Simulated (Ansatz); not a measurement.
# SiNH2+ (triplet): the correlation ladder, cc-pVDZ

An exercise on one series of results from a longer session: the logs are not shown, and one member is left open.

Method: cc-pVDZ, core rule «outside noble gas», up to 6 orbitals frozen; program: Ansatz 0.2.0, Gaussian basis.

Plan: UHF; CCSD(T) on ROHF; CCSD(T) on UHF; BCCD(T) on ROHF; CISD; CCSDT(Q) on ROHF; CCSDT(Q) on UHF; CASSCF and MRCISD+Q, 10 electrons in 10 orbitals; CASSCF and NEVPT2, 10 electrons in 10 orbitals.

19 further runs of the same task are left out: 9 that didn't finish, 10 set aside as unsound or not needed.

**The geometry**

The geometry is a PBE0/def2-TZVP stationary point (not a proven minimum) of the parent state, kept for this charge and spin.

4 atoms, charge 1, spin multiplicity 3.

Atoms are counted from 1 here; the program's logs count them from 0.

Bond lengths: Si1–N2 1.705 Å, N2–H3 1.010 Å, N2–H4 1.010 Å. Angles: Si1–N2–H3 124.3°, Si1–N2–H4 124.3°, H3–N2–H4 111.4°.

Set-up of the first run:

in.yaml

```yaml
crystal:
  periodic: [false, false, false]
  atoms:
    - {symbol: Si, position_ang: [0.000000, 0.000000, 0.645532]}
    - {symbol: N, position_ang: [0.000000, 0.000000, -1.059936]}
    - {symbol: H, position_ang: [0.000000, 0.834992, -1.628999]}
    - {symbol: H, position_ang: [0.000000, -0.834993, -1.628999]}
basis:
  gaussian: {orbitals: cc-pVDZ}
total_charge: 1
magnetization: {spin_polarized: true, initial_magnetization: 2}
hamiltonian: {xc: hf}
output: {orbitals: {seedname: orbitals}}
```

Command:

```console
> ansatz run in.yaml --threads 1 --pin off --events-out ev --progress --plain --max-ram 2393MiB
```

Steps of the session up to this table: UHF; CCSD(T) on ROHF; CCSD(T) on UHF; BCCD(T) on ROHF; CISD; CCSDT(Q) on ROHF; CCSDT(Q) on UHF; CASSCF and MRCISD+Q, 10 electrons in 10 orbitals; CASSCF and NEVPT2, 10 electrons in 10 orbitals.

One table of the session follows, with a row left open; its other results are not shown here.

| method | from UCCSDT(Q) (kJ/mol) |
| --- | --- |
| ROHF | +640.2 |
| UHF | +633.9 |
| RMP2 | +75.9 |
| UMP2 | +72.6 |
| CISD | +63.9 |
| RCCSD | +25.8 |
| UCCSD | +25.6 |
| RCCSD(T) | +4.8 |
| UCCSD(T) | +4.8 |
| BCCD(T) | +5.2 |
| RCCSDT | +2.3 |
| UCCSDT | +2.3 |
| RCCSDT(Q) | ? |
| UCCSDT(Q) | 0 |
| CASSCF valence | +327.2 |
| NEVPT2 valence | +85.4 |
| MRCISD valence | +21.3 |
| MRCISD+Q valence | +6.9 |

Q: Estimate the row for RCCSDT(Q) from the others.

As computed: from UCCSDT(Q) (kJ/mol): +0.4. In the column «from UCCSDT(Q) (kJ/mol)» it lies between UCCSDT(Q) (0) and RCCSDT (+2.3).

To keep in mind: Restricted and unrestricted rows rest on different reference determinants; where their highest levels disagree by more than a few hundredths of an eV, they describe different states and don't form one ladder.
